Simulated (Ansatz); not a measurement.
# How far each method lies from UCCSDT(Q) for Ga–P–GaH, triplet

Geometry: that of the Ga–P–GaH, singlet, kept fixed. The singlet lies 1.9 eV lower here.

```xyz
4

Ga    0.0000    0.2661    1.7114
Ga    0.0000    0.2629   -1.6089
P     0.0000   -1.2334   -0.1413
H     0.0000    1.3098   -2.7494
```

Basis cc-pVDZ; Ansatz 0.2.0. Only valence electrons are correlated (noble-gas cores and the filled d shells of p-block atoms frozen), which leaves 12 electrons in 44 orbitals. Prefix R: restricted or restricted open-shell reference; prefix U: unrestricted. No spin–orbit coupling is included, and no scalar relativity.

Full CI isn't at hand for all of this; UCCSDT(Q) serves as the reference, and is uncertain by the last step of the cluster series or more.

```
UHF ⟨S²⟩                          : 2.035
T1 diagnostic (RCCSD)             : 0.0549
largest doubles amplitude (RCCSD) : 0.060
T1 diagnostic (UCCSD)             : 0.0402
```

Q: From what is known of these methods and the diagnostics, rank them by the size of their error in total energy against UCCSDT(Q) in cc-pVDZ, smallest first (an estimate: the text doesn't fix the numbers).
A. UHF
B. UCCSD
C. UMP2
D. UCCSD(T)
E. UCCSDT

A: E (3.6 kJ/mol), D (8.5 kJ/mol), B (41.7 kJ/mol), C (125.7 kJ/mol), A (655.9 kJ/mol).

All errors are against UCCSDT(Q) in cc-pVDZ. T1 is large (0.055) while the doubles stay small, which points to orbital relaxation. Within each family the higher level lies nearer, as is usual though not guaranteed.
